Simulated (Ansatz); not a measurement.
Process, species as SMILES: s1cc([SiH3])cc1 [thiophen-3-ylsilane] → [SiH3] (SiH3) + c1[c]ccs1 (the C-Si bond breaks)

Quantity: bond dissociation energy (enthalpy at 298 K), in kcal/mol. Conventions: 6-31G* and kin with 6d, 5d where marked; 6-311+G** with 5d, 6d on Na to Ar in Ansatz (a program for electronic structure); LANL2DZ with its own core potentials from Na on; no dispersion term unless named; non-relativistic; UHF or UKS for open shells; spin-orbit terms left out. Ab initio and DFT rows: single points at B3LYP-D3(BJ) geometries (Ansatz), with unscaled harmonic terms from B3LYP/6-31G* (Ansatz) at its own minima.

| level | program | bond dissociation energy (enthalpy at 298 K) (kcal/mol) |
|---|---|---|
| B3LYP/STO-3G | Ansatz | 126.0 |
| B3LYP/3-21G | Ansatz | 94.9 |
| B3LYP/LANL2DZ | Ansatz | 93.3 |
| B3LYP/6-31G | Ansatz | 90.1 |
| B3LYP/6-31G* | Ansatz | 95.6 |
| B3LYP/6-31+G* | Ansatz | 94.5 |
| B3LYP/6-31G** | Ansatz | 95.4 |
| B3LYP/def2-SVP | Ansatz | 95.7 |
| B3LYP/cc-pVDZ | Ansatz | 93.1 |
| B3LYP/6-311+G** | Ansatz | 93.7 |
| B3LYP/def2-TZVPD | Ansatz | 94.9 |

No value to compare with is used here. The 10 habitual levels span 90.1 (B3LYP/6-31G) to 126.0 kcal/mol (B3LYP/STO-3G); B3LYP/def2-TZVPD gives 94.9.

The sets are all those run for this method; left out are runs that failed, that the program found above a lower state of the same kind, or whose <S^2> lies over 0.5 above the pure value.
